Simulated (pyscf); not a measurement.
A first-order saddle from PySCF, ωB97X-D3(BJ)/def2-SVP:

```
N
H 1 1.0196
B 1 1.4037 2 118.89
H 3 1.2159 1 123.30 2 0.10
H 3 1.2214 4 119.48 1 -179.87
H 1 1.4435 2 127.16 3 -156.50
H 6 0.9595 1 71.12 2 -105.44
C 7 1.3722 6 70.15 1 -174.71
H 8 1.0980 7 118.28 6 75.32
H 8 1.0997 9 112.12 6 104.94
H 8 1.1039 9 108.36 10 118.77
```
Charge 0, spin multiplicity 1.

Surface: singlet, charge 0. Lowest wavenumbers (cm⁻¹): 2846i, 29, 157, 225, 474.

Q: What reaction is this the transition state of?

A: H₂B–NH₂ + methane (CH₄) ⇌ H₂B–NH₂ + methane (CH₄), a four-centre exchange read from left to right: H–N, C–H broken and H–N, C–H formed. At CCSD(T)/def2-TZVPP + ΔMP2(QZVPP) it lies +95.8 kcal/mol from the left side and +95.8 kcal/mol from the right (each side as separated species at their lowest minima found). The same reactants have a lower exit, to H₂B–CH₃ + NH₃ (barrier +52.1 kcal/mol at ωB97M-D3(BJ), against +93.6 kcal/mol here). This is the saddle that the search found; another between the same sides may lie lower. The CCSD(T) − MP2 part came from Ansatz, without density fitting, on the same reference.
